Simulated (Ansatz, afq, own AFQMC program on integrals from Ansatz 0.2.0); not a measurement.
**AlO⁺, triplet → AlO⁺, quintet**

```tsv
atom	x (Å)	y (Å)	z (Å)
Al	0.0000	0.0000	0.0000
O	0.0000	0.0000	1.7329
```

E(quintet, charge +1) − E(triplet, charge +1) at this geometry, on UHF and UHF determinants.

Basis 6-31G. Only valence electrons are correlated. Integrals, coupled cluster, full CI and functionals: Ansatz 0.2.0; the random walks run on the same integrals in our own AFQMC program. ph-AFQMC/CISD is guided by a CISD state made of CCSD amplitudes; releasing the constraint for a short imaginary time cuts its bias at the price of noise, slowly where states lie close. Error bars are statistical, one sigma. The errors of all members are added in quadrature.

Full CI on the same integrals is exact in this basis and with this determinant's frozen core.

Errors are counted within 6-31G, not against nature.

Cautions: AlO⁺ (triplet): lower spins were not checked, the ph-AFQMC/CISD walk drifts between its halves (2.0 errors), its ph-AFQMC/CISD value lies 20 ± 7 meV above full CI; AlO⁺ (quintet): another spin lies lower; the upper state may be diffuse, so the gap hangs on the basis; core correlation is missing, and it shifts such a gap most where an s electron is promoted.

```json
{"level": "HF", "vertical spin gap (eV)": "3.811"}
{"level": "CCSD", "vertical spin gap (eV)": "5.240"}
```

Question: From these cheaper values, estimate the vertical spin gap at the reference level in 6-31G.

Answer: 5.334 eV (full CI in 6-31G).

```
         level  vertical spin gap (eV)  error against FCI (eV)
           MP2                   5.174                  -0.160
       CCSD(T)                   5.309                  -0.025
   ph-AFQMC/HF           5.336 ± 0.034           0.002 ± 0.034
 ph-AFQMC/CISD           5.314 ± 0.007          -0.021 ± 0.007
released AFQMC           5.319 ± 0.010          -0.016 ± 0.010
```

Correlation beyond CCSD(T) adds 0.025 eV. The perturbative (T) step is worth +0.070 eV.

A walk keeps the symmetry of its determinant, which the program's search chose and which needn't be the lowest solution, so a lower state of the same spin and another symmetry isn't excluded. Released energies are given only where the last usable release times agree within the noise; a slower fall can still hide under it.
